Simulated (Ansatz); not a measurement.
```yaml
crystal:
  periodic: [false, false, false]
  atoms:
    - {symbol: Al, position_ang: [-1.345714, 0.748515, -1.285769]}
    - {symbol: Si, position_ang: [0.741543, 0.265683, -0.087312]}
    - {symbol: P, position_ang: [0.513071, -1.668660, 1.075127]}
    - {symbol: H, position_ang: [-2.001537, -0.379516, -2.191093]}
    - {symbol: H, position_ang: [-2.061820, 2.161312, -1.164895]}
    - {symbol: H, position_ang: [1.199838, 1.391127, 0.777397]}
    - {symbol: H, position_ang: [1.832151, 0.004032, -1.073975]}
    - {symbol: H, position_ang: [1.626260, -1.441371, 1.927850]}
    - {symbol: H, position_ang: [-0.415291, -1.127322, 2.005470]}
basis:
  gaussian: {orbitals: cc-pVTZ}
hamiltonian: {xc: {name: HF}}
correlation: {active_space: {window: {electrons: 2, orbitals: 1}}}
```

```sh
$ ansatz run in.yaml --threads 2 --pin off --events-out ev --progress --plain --max-ram 4352MiB
```

It prints (some lines left out):

```
Functional definition: HF
1068 factors; integrals over basis functions are off by at most 6.9e-4 eV
mean field evaluation 1: about -23811.0616 eV, gradient 1.5e1 eV
mean field evaluation 2: about -23811.2582 eV, gradient 1.5e1 eV
mean field evaluation 4: about -23812.7062 eV, gradient 1.3e0 eV
mean field evaluation 8: about -23812.7175 eV, gradient 8.8e-2 eV
mean field -23812.71762140 eV, -875.1012317468 hartree, gradient 1.2e-6 eV, S^2 0.000000; 0 other end points of the search recorded, 0 dependent functions left out
reference -23812.71762140 eV, -875.1012317468 hartree; 24, 24 occupied and 162, 162 virtual orbitals, 1068 factors
state -23812.71762140 eV, -875.1012317468 hartree
Total energy: -23812.71762140 eV, -875.1012317468 hartree
```

Hardware: 2 threads of an INTEL XEON PLATINUM 8581C on a shared host. Wall time 2.9 s, peak host memory 0.36 GiB.
